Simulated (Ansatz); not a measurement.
# NH (triplet): wB97M-V, B2PLYP over vertical spin and charge gaps, def2-QZVPP

How well do these functionals follow the top wave-function level for NH (triplet) over vertical spin and charge gaps?

Method: def2-QZVPP, all electrons in the functionals, frozen cores in the correlation of double hybrids and RPA; program: Ansatz 0.2.0, Gaussian basis.

The runs, in order: wB97M-V, B2PLYP, at charge 0, triplet; charge 0, singlet; charge 0, quintet; charge 1, doublet; charge 1, quartet.

2 further runs of the same task are left out: 2 set aside as unsound or not needed.

## 1. The system

The geometry is a PBE0/def2-TZVP stationary point (not a proven minimum).

2 atoms, charge 0, spin multiplicity 3.

Atoms are counted from 1 here; the program's logs count them from 0.

Bond lengths: N1–H2 1.040 Å.

As a file:

```
N     0.0000    0.0000    0.0000
H     0.0000    0.0000    1.0397
```

No dispersion term is added; wB97M-V holds VV10 nonlocal correlation.

The geometry shown and the zero of energy belong to the point charge 0, triplet. The yardstick, UCCSD(T), and other wave-function levels (R restricted, U unrestricted, valence and pair active spaces) come from earlier runs.

## 2. wB97M-V, charge 0, triplet

Contents of in.yaml:

```yaml
crystal:
  periodic: [false, false, false]
  atoms:
    - {symbol: N, position_ang: [0.000000, 0.000000, 0.000000]}
    - {symbol: H, position_ang: [0.000000, 0.000000, 1.039652]}
basis:
  gaussian: {orbitals: "def2-QZVPP.json"}
magnetization: {spin_polarized: true, initial_magnetization: 2}
hamiltonian: {xc: {name: wB97M-V}}
output: {orbitals: {seedname: orbitals}}
```

Launch:

```console
$ ansatz run in.yaml --threads 1 --pin off --events-out ev --progress --plain --max-ram 2393MiB
```

What it wrote:

```text
Functional definition: wB97M-V
  name "wB97M-V"
  cite "Mardirossian & Head-Gordon, J. Chem. Phys. 144, 214110 (2016) doi:10.1063/1.4952647"
  cite "Becke, J. Chem. Phys. 107, 8554 (1997) doi:10.1063/1.475007"
  cite "Vydrov & Van Voorhis, J. Chem. Phys. 133, 244103 (2010) doi:10.1063/1.3521275"
  # Of w^i u^j: cxij and so on, Table III.
  parameter omega = 0.3/bohr
  parameter cx = 0.15
  parameter cx01 = 1.007
  parameter cx10 = 0.259
  parameter css00 = 0.443
  parameter css04 = -1.437
  parameter css10 = -4.535
  parameter css20 = -3.390
  parameter css43 = 4.278
  parameter cos00 = 1.000
  parameter cos10 = 1.358
  parameter cos20 = 2.924
  parameter cos21 = -8.812
  parameter cos60 = -1.390
  parameter cos61 = 9.142
  parameter b = 6.0
  parameter c = 0.01
  gx(w, u) = 1 - cx + cx01*u + cx10*w
  gss(w, u) = css00 + css04*u^4 + css10*w + css20*w^2 + css43*w^4*u^3
  gos(w, u) = cos00 + cos10*w + (cos20 + cos21*u)*w^2 + (cos60 + cos61*u)*w^6
  exchange = spin_sum(e_x_unif_sr(omega)*gx(b97_w, b97_u_x)) + cx*exact_x_sr(omega) + exact_x_lr(omega)
  correlation = spin_sum(e_c_pw_mod_same_spin*gss(b97_w, b97_u_same))
      + integral(e_c_pw_mod_opposite_spin*gos(b97_w_opposite, b97_u_opposite)) + vv10(b, c)
237 factors; their error is unknown
65 factors; integrals over basis functions are off by at most 3.1e-5 eV
mean field evaluation 1: about -1502.2782 eV, gradient 1.1e1 eV
mean field evaluation 2: about -1502.5959 eV, gradient 6.4e0 eV
mean field evaluation 4: about -1502.7486 eV, gradient 1.2e-1 eV
mean field evaluation 8: about -1502.7482 eV, gradient 1.4e-2 eV
mean field -1502.74816219 eV, -55.2249763614 hartree, gradient 6.5e-5 eV, S^2 2.005983; 0 other end points of the search recorded, 0 dependent functions left out
reference -1502.74818887 eV, -55.2249773415 hartree; 5, 3 occupied and 82, 84 virtual orbitals, 237 factors
Total energy: -1502.74818887 eV, -55.2249773415 hartree
```

It took 1.5 s on 1 thread of Arm Neoverse V2, shared host.

From the report: ⟨S²⟩ of the determinant 2.006 (pure triplet: 2.00).

## 3. wB97M-V, charge 0, singlet

Changes to in.yaml since step 2:

```diff
@@ -7,3 +7,3 @@
   gaussian: {orbitals: "def2-QZVPP.json"}
-magnetization: {spin_polarized: true, initial_magnetization: 2}
+magnetization: {spin_polarized: true, initial_magnetization: 0}
 hamiltonian: {xc: {name: wB97M-V}}
```

Same command.

What it wrote, shortened:

```text
Functional definition: wB97M-V
  name "wB97M-V"
  cite "Mardirossian & Head-Gordon, J. Chem. Phys. 144, 214110 (2016) doi:10.1063/1.4952647"
  cite "Becke, J. Chem. Phys. 107, 8554 (1997) doi:10.1063/1.475007"
  cite "Vydrov & Van Voorhis, J. Chem. Phys. 133, 244103 (2010) doi:10.1063/1.3521275"
  # Of w^i u^j: cxij and so on, Table III.
[...]
  gx(w, u) = 1 - cx + cx01*u + cx10*w
  gss(w, u) = css00 + css04*u^4 + css10*w + css20*w^2 + css43*w^4*u^3
  gos(w, u) = cos00 + cos10*w + (cos20 + cos21*u)*w^2 + (cos60 + cos61*u)*w^6
[...]
      + integral(e_c_pw_mod_opposite_spin*gos(b97_w_opposite, b97_u_opposite)) + vv10(b, c)
237 factors; their error is unknown
65 factors; integrals over basis functions are off by at most 3.1e-5 eV
[...]
mean field -1501.96973629 eV, -55.1963697372 hartree, gradient 7.5e-5 eV, S^2 1.002349; 3 other end points of the search recorded, 0 dependent functions left out
reference -1501.96976321 eV, -55.1963707262 hartree; 4, 4 occupied and 83, 83 virtual orbitals, 237 factors
Total energy: -1501.96976321 eV, -55.1963707262 hartree
```

Run time: 5.5 s. Hardware: 1 thread of Arm Neoverse V2, shared host.

From the report: ⟨S²⟩ of the determinant 1.002 (pure singlet: 0.00). The determinant is far from a pure spin state, so its energy mixes those of several spin states (harmless only where they are near-degenerate, as at dissociation).

From charge 0, triplet: +18.0 kcal/mol.

## 4. wB97M-V, charge 0, quintet

Changes to in.yaml since step 3:

```diff
@@ -7,3 +7,3 @@
   gaussian: {orbitals: "def2-QZVPP.json"}
-magnetization: {spin_polarized: true, initial_magnetization: 0}
+magnetization: {spin_polarized: true, initial_magnetization: 4}
 hamiltonian: {xc: {name: wB97M-V}}
```

Launched as before.

What it wrote, shortened:

```text
Functional definition: wB97M-V
  name "wB97M-V"
  cite "Mardirossian & Head-Gordon, J. Chem. Phys. 144, 214110 (2016) doi:10.1063/1.4952647"
  cite "Becke, J. Chem. Phys. 107, 8554 (1997) doi:10.1063/1.475007"
  cite "Vydrov & Van Voorhis, J. Chem. Phys. 133, 244103 (2010) doi:10.1063/1.3521275"
  # Of w^i u^j: cxij and so on, Table III.
[...]
  gx(w, u) = 1 - cx + cx01*u + cx10*w
  gss(w, u) = css00 + css04*u^4 + css10*w + css20*w^2 + css43*w^4*u^3
  gos(w, u) = cos00 + cos10*w + (cos20 + cos21*u)*w^2 + (cos60 + cos61*u)*w^6
[...]
      + integral(e_c_pw_mod_opposite_spin*gos(b97_w_opposite, b97_u_opposite)) + vv10(b, c)
237 factors; their error is unknown
65 factors; integrals over basis functions are off by at most 3.1e-5 eV
[...]
mean field -1493.81424125 eV, -54.8966608224 hartree, gradient 2.2e-5 eV, S^2 6.001606; 0 other end points of the search recorded, 0 dependent functions left out
reference -1493.81426596 eV, -54.8966617303 hartree; 6, 2 occupied and 81, 85 virtual orbitals, 237 factors
Total energy: -1493.81426596 eV, -54.8966617303 hartree
```

It took 2 s on 1 thread of Arm Neoverse V2, shared host.

From the report: ⟨S²⟩ of the determinant 6.002 (pure quintet: 6.00).

From charge 0, triplet: +206.0 kcal/mol.

## 5. wB97M-V, charge 1, doublet

Changes to in.yaml since step 4:

```diff
@@ -7,3 +7,4 @@
   gaussian: {orbitals: "def2-QZVPP.json"}
-magnetization: {spin_polarized: true, initial_magnetization: 4}
+total_charge: 1
+magnetization: {spin_polarized: true, initial_magnetization: 1}
 hamiltonian: {xc: {name: wB97M-V}}
```

The command is unchanged.

What it wrote, shortened:

```text
Functional definition: wB97M-V
  name "wB97M-V"
  cite "Mardirossian & Head-Gordon, J. Chem. Phys. 144, 214110 (2016) doi:10.1063/1.4952647"
  cite "Becke, J. Chem. Phys. 107, 8554 (1997) doi:10.1063/1.475007"
  cite "Vydrov & Van Voorhis, J. Chem. Phys. 133, 244103 (2010) doi:10.1063/1.3521275"
  # Of w^i u^j: cxij and so on, Table III.
[...]
  gx(w, u) = 1 - cx + cx01*u + cx10*w
  gss(w, u) = css00 + css04*u^4 + css10*w + css20*w^2 + css43*w^4*u^3
  gos(w, u) = cos00 + cos10*w + (cos20 + cos21*u)*w^2 + (cos60 + cos61*u)*w^6
[...]
      + integral(e_c_pw_mod_opposite_spin*gos(b97_w_opposite, b97_u_opposite)) + vv10(b, c)
237 factors; their error is unknown
65 factors; integrals over basis functions are off by at most 3.1e-5 eV
[...]
mean field -1489.27356757 eV, -54.7297941423 hartree, gradient 8.2e-6 eV, S^2 0.752073; 1 other end points of the search recorded, 0 dependent functions left out
reference -1489.27358910 eV, -54.7297949334 hartree; 4, 3 occupied and 83, 84 virtual orbitals, 237 factors
Total energy: -1489.27358910 eV, -54.7297949334 hartree
```

It took 3.4 s on 1 thread of Arm Neoverse V2, shared host.

From the report: ⟨S²⟩ of the determinant 0.752 (pure doublet: 0.75).

From charge 0, triplet: +310.7 kcal/mol.

## 6. wB97M-V, charge 1, quartet

Changes to in.yaml since step 5:

```diff
@@ -8,3 +8,3 @@
 total_charge: 1
-magnetization: {spin_polarized: true, initial_magnetization: 1}
+magnetization: {spin_polarized: true, initial_magnetization: 3}
 hamiltonian: {xc: {name: wB97M-V}}
```

Same command.

What it wrote, shortened:

```text
Functional definition: wB97M-V
  name "wB97M-V"
  cite "Mardirossian & Head-Gordon, J. Chem. Phys. 144, 214110 (2016) doi:10.1063/1.4952647"
  cite "Becke, J. Chem. Phys. 107, 8554 (1997) doi:10.1063/1.475007"
  cite "Vydrov & Van Voorhis, J. Chem. Phys. 133, 244103 (2010) doi:10.1063/1.3521275"
  # Of w^i u^j: cxij and so on, Table III.
[...]
  gx(w, u) = 1 - cx + cx01*u + cx10*w
  gss(w, u) = css00 + css04*u^4 + css10*w + css20*w^2 + css43*w^4*u^3
  gos(w, u) = cos00 + cos10*w + (cos20 + cos21*u)*w^2 + (cos60 + cos61*u)*w^6
[...]
      + integral(e_c_pw_mod_opposite_spin*gos(b97_w_opposite, b97_u_opposite)) + vv10(b, c)
237 factors; their error is unknown
65 factors; integrals over basis functions are off by at most 3.1e-5 eV
[...]
mean field -1489.03927536 eV, -54.7211840625 hartree, gradient 3.9e-5 eV, S^2 3.752029; 0 other end points of the search recorded, 0 dependent functions left out
reference -1489.03929662 eV, -54.7211848437 hartree; 5, 2 occupied and 82, 85 virtual orbitals, 237 factors
Total energy: -1489.03929662 eV, -54.7211848437 hartree
```

It took 1.5 s on 1 thread of Arm Neoverse V2, shared host.

From the report: ⟨S²⟩ of the determinant 3.752 (pure quartet: 3.75).

From charge 0, triplet: +316.1 kcal/mol.

## 7. B2PLYP, charge 0, triplet

Contents of in.yaml:

```yaml
crystal:
  periodic: [false, false, false]
  atoms:
    - {symbol: N, position_ang: [0.000000, 0.000000, 0.000000]}
    - {symbol: H, position_ang: [0.000000, 0.000000, 1.039652]}
basis:
  gaussian: {orbitals: "def2-QZVPP.json"}
magnetization: {spin_polarized: true, initial_magnetization: 2}
hamiltonian: {xc: {name: B2PLYP}}
correlation: {electrons: outside_noble_gas}
```

The command is unchanged.

What it wrote, shortened:

```text
Functional definition: B2PLYP
  name "B2PLYP"
  cite "Grimme, J. Chem. Phys. 124, 034108 (2006) doi:10.1063/1.2148954"
  cite "Becke, Phys. Rev. A 38, 3098 (1988) doi:10.1103/PhysRevA.38.3098"
  cite "Lee, Yang & Parr, Phys. Rev. B 37, 785 (1988) doi:10.1103/PhysRevB.37.785"
[...]
531 factors; integrals over basis functions are off by at most 9.7e-4 eV
[...]
mean field -1500.99858922 eV, -55.1606807403 hartree, gradient 1.1e-6 eV, S^2 2.008684; 0 other end points of the search recorded, 0 dependent functions left out
1 core orbitals not correlated: weight in the atoms' cores, before any rotation towards them, 1.000 or more for the frozen orbitals, at most 0.000 for the correlated occupied ones
reference -1500.99868858 eV, -55.1606843917 hartree; 4, 2 occupied and 82, 84 virtual orbitals, 531 factors
second order -4.78913666 eV of doubles, -0.00000000 eV of singles
Total energy: -1502.29175547 eV, -55.2082037237 hartree
```

It took 0.93 s on 1 thread of Arm Neoverse V2, shared host.

From the report: ⟨S²⟩ of the determinant 2.009 (pure triplet: 2.00).

## 8. B2PLYP, charge 0, singlet

Changes to in.yaml since step 7:

```diff
@@ -7,3 +7,3 @@
   gaussian: {orbitals: "def2-QZVPP.json"}
-magnetization: {spin_polarized: true, initial_magnetization: 2}
+magnetization: {spin_polarized: true, initial_magnetization: 0}
 hamiltonian: {xc: {name: B2PLYP}}
```

The command is unchanged.

What it wrote, shortened:

```text
Functional definition: B2PLYP
  name "B2PLYP"
  cite "Grimme, J. Chem. Phys. 124, 034108 (2006) doi:10.1063/1.2148954"
  cite "Becke, Phys. Rev. A 38, 3098 (1988) doi:10.1103/PhysRevA.38.3098"
  cite "Lee, Yang & Parr, Phys. Rev. B 37, 785 (1988) doi:10.1103/PhysRevB.37.785"
[...]
531 factors; integrals over basis functions are off by at most 9.7e-4 eV
[...]
mean field -1500.37875961 eV, -55.1379024225 hartree, gradient 1.6e-6 eV, S^2 1.006305; 4 other end points of the search recorded, 0 dependent functions left out
1 core orbitals not correlated: weight in the atoms' cores, before any rotation towards them, 1.000 or more for the frozen orbitals, at most 0.000 for the correlated occupied ones
reference -1500.37886147 eV, -55.1379061658 hartree; 3, 3 occupied and 83, 83 virtual orbitals, 531 factors
second order -4.82421657 eV of doubles, -0.00000000 eV of singles
Total energy: -1501.68139995 eV, -55.1857735718 hartree
```

It took 2.2 s on 1 thread of Arm Neoverse V2, shared host.

From the report: ⟨S²⟩ of the determinant 1.006 (pure singlet: 0.00). The determinant is far from a pure spin state, so its energy mixes those of several spin states (harmless only where they are near-degenerate, as at dissociation).

From charge 0, triplet: +14.1 kcal/mol.

## 9. B2PLYP, charge 0, quintet

Changes to in.yaml since step 8:

```diff
@@ -7,3 +7,3 @@
   gaussian: {orbitals: "def2-QZVPP.json"}
-magnetization: {spin_polarized: true, initial_magnetization: 0}
+magnetization: {spin_polarized: true, initial_magnetization: 4}
 hamiltonian: {xc: {name: B2PLYP}}
```

The command is unchanged.

What it wrote, shortened:

```text
Functional definition: B2PLYP
  name "B2PLYP"
  cite "Grimme, J. Chem. Phys. 124, 034108 (2006) doi:10.1063/1.2148954"
  cite "Becke, Phys. Rev. A 38, 3098 (1988) doi:10.1103/PhysRevA.38.3098"
  cite "Lee, Yang & Parr, Phys. Rev. B 37, 785 (1988) doi:10.1103/PhysRevB.37.785"
[...]
531 factors; integrals over basis functions are off by at most 9.7e-4 eV
[...]
a density is far from that of the atoms, so the factors are made again for it
535 factors; integrals over basis functions are off by at most 1.0e-3 eV
[...]
mean field -1492.38192246 eV, -54.8440240776 hartree, gradient 2.1e-6 eV, S^2 6.002761; 1 other end points of the search recorded, 0 dependent functions left out
1 core orbitals not correlated: weight in the atoms' cores, before any rotation towards them, 1.000 or more for the frozen orbitals, at most 0.000 for the correlated occupied ones
reference -1492.38203182 eV, -54.8440280964 hartree; 5, 1 occupied and 81, 85 virtual orbitals, 535 factors
second order -3.53211284 eV of doubles, -0.00000000 eV of singles
Total energy: -1493.33570229 eV, -54.8790748397 hartree
```

Wall time 1.8 s (1 thread of Arm Neoverse V2, shared host).

From the report: ⟨S²⟩ of the determinant 6.003 (pure quintet: 6.00).

From charge 0, triplet: +206.5 kcal/mol.

## 10. B2PLYP, charge 1, doublet

Changes to in.yaml since step 9:

```diff
@@ -7,3 +7,4 @@
   gaussian: {orbitals: "def2-QZVPP.json"}
-magnetization: {spin_polarized: true, initial_magnetization: 4}
+total_charge: 1
+magnetization: {spin_polarized: true, initial_magnetization: 1}
 hamiltonian: {xc: {name: B2PLYP}}
```

The command is unchanged.

What it wrote, shortened:

```text
Functional definition: B2PLYP
  name "B2PLYP"
  cite "Grimme, J. Chem. Phys. 124, 034108 (2006) doi:10.1063/1.2148954"
  cite "Becke, Phys. Rev. A 38, 3098 (1988) doi:10.1103/PhysRevA.38.3098"
  cite "Lee, Yang & Parr, Phys. Rev. B 37, 785 (1988) doi:10.1103/PhysRevB.37.785"
[...]
531 factors; integrals over basis functions are off by at most 9.7e-4 eV
[...]
mean field -1487.77762344 eV, -54.6748192095 hartree, gradient 2.9e-6 eV, S^2 1.108140; 2 other end points of the search recorded, 0 dependent functions left out
1 core orbitals not correlated: weight in the atoms' cores, before any rotation towards them, 1.000 or more for the frozen orbitals, at most 0.000 for the correlated occupied ones
reference -1487.77769543 eV, -54.6748218551 hartree; 3, 2 occupied and 83, 84 virtual orbitals, 531 factors
second order -3.56578693 eV of doubles, -0.00000000 eV of singles
Total energy: -1488.74045790 eV, -54.7102027233 hartree
```

Run time: 2 s. Hardware: 1 thread of Arm Neoverse V2, shared host.

From the report: ⟨S²⟩ of the determinant 1.108 (pure doublet: 0.75).

From charge 0, triplet: +312.5 kcal/mol.

## 11. B2PLYP, charge 1, quartet

Changes to in.yaml since step 10:

```diff
@@ -8,3 +8,3 @@
 total_charge: 1
-magnetization: {spin_polarized: true, initial_magnetization: 1}
+magnetization: {spin_polarized: true, initial_magnetization: 3}
 hamiltonian: {xc: {name: B2PLYP}}
```

The command is unchanged.

What it wrote, shortened:

```text
Functional definition: B2PLYP
  name "B2PLYP"
  cite "Grimme, J. Chem. Phys. 124, 034108 (2006) doi:10.1063/1.2148954"
  cite "Becke, Phys. Rev. A 38, 3098 (1988) doi:10.1103/PhysRevA.38.3098"
  cite "Lee, Yang & Parr, Phys. Rev. B 37, 785 (1988) doi:10.1103/PhysRevB.37.785"
[...]
531 factors; integrals over basis functions are off by at most 9.7e-4 eV
[...]
mean field -1487.75022837 eV, -54.6738124593 hartree, gradient 4.1e-6 eV, S^2 3.752218; 0 other end points of the search recorded, 0 dependent functions left out
1 core orbitals not correlated: weight in the atoms' cores, before any rotation towards them, 1.000 or more for the frozen orbitals, at most 0.000 for the correlated occupied ones
reference -1487.75030079 eV, -54.6738151206 hartree; 4, 1 occupied and 82, 85 virtual orbitals, 531 factors
second order -3.08320715 eV of doubles, -0.00000000 eV of singles
Total energy: -1488.58276672 eV, -54.7044076792 hartree
```

It took 0.9 s on 1 thread of Arm Neoverse V2, shared host.

From the report: ⟨S²⟩ of the determinant 3.752 (pure quartet: 3.75).

From charge 0, triplet: +316.1 kcal/mol.

## 12. The comparison

No level is safe as a reference over these points; UCCSD(T) serves as a yardstick only. It comes from earlier runs at the same points. Energies in kcal/mol, counted from charge 0, triplet; blanks weren't run or aren't comparable.

```tsv
level	triplet to singlet	triplet to quintet	ionisation to the doublet cation	ionisation to the quartet cation
UCCSD(T)		202.4	310.5	311.5
wB97M-V	18.0	206.0	310.7	316.1
B2PLYP	14.1	206.5	312.5	316.1
```

Largest miss and mean time a point (UCCSD(T) took 1.2 s a point; shared hosts):

```tsv
level	largest miss (kcal/mol)	where	time a point
wB97M-V	+4.6	ionisation to the quartet cation	2.8 s
B2PLYP	+4.6	ionisation to the quartet cation	1.6 s
```

## 13. What came out

```
                                  quantity                                             value
              triplet to quintet, UCCSD(T)                                    202.4 kcal/mol
ionisation to the doublet cation, UCCSD(T)                                    310.5 kcal/mol
ionisation to the quartet cation, UCCSD(T)                                    311.5 kcal/mol
                     largest miss, wB97M-V  +4.6 kcal/mol (ionisation to the quartet cation)
                      largest miss, B2PLYP  +4.6 kcal/mol (ionisation to the quartet cation)
```

What this shows: Misses are known at 3 of 4 points at best, and only functionals with that many are ranked. All of them stay within 4.6 kcal/mol of the yardstick, too close to rank. wB97M-V, B2PLYP clearly break the spin symmetry at some points (⟨S²⟩ up to 1.01 above the pure value), so energy there is bought with a mixed spin. Functionals and the yardstick converge differently with the basis, so part of each miss in def2-QZVPP is the basis. The yardstick itself may be off where one determinant is a poor start.
